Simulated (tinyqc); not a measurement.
Pariser-Parr-Pople SCF with singles CI, for the molecule C=C1C=C1 (SMILES; centres numbered as the heavy atoms are written), step by step. One step of it, computed by the program tinyqc.

Question. PPP integrals. Mataga-Nishimoto: gamma = 14.399645/(R + a), a = 2 x 14.399645/(gamma_rr + gamma_ss); H_rr = -W_r - sum_(s != r) z_s gamma_rs; H_rs = beta for bonds.

Centres (angstrom, eV; a flat drawing with bonds scaled to 1.40 angstrom):
```
centre          x          y  core charge z          W   gamma_rr
1C       1.656000   0.000000              1  11.160000  11.130000
2C       0.256000   0.000000              1  11.160000  11.130000
3C      -0.956000   0.700000              1  11.160000  11.130000
4C      -0.956000  -0.700000              1  11.160000  11.130000
```

Resonance integrals (eV):
```
i  j       beta
1  2  -2.390000
2  3  -2.390000
3  4  -2.390000
4  2  -2.390000
```

Give: repulsion gamma_rs; core matrix H.

Answer.

repulsion gamma_rs (eV), order 1C, 2C, 3C, 4C:
$$\begin{pmatrix}
11.1300 & 5.3455 & 3.6018 & 3.6018 \\
5.3455 & 11.1300 & 5.3463 & 5.3463 \\
3.6018 & 5.3463 & 11.1300 & 5.3455 \\
3.6018 & 5.3463 & 5.3455 & 11.1300
\end{pmatrix}$$

core matrix H (eV), order 1C, 2C, 3C, 4C:
$$\begin{pmatrix}
-23.7091 & -2.3900 & 0.0000 & 0.0000 \\
-2.3900 & -27.1981 & -2.3900 & -2.3900 \\
0.0000 & -2.3900 & -25.4536 & -2.3900 \\
0.0000 & -2.3900 & -2.3900 & -25.4536
\end{pmatrix}$$
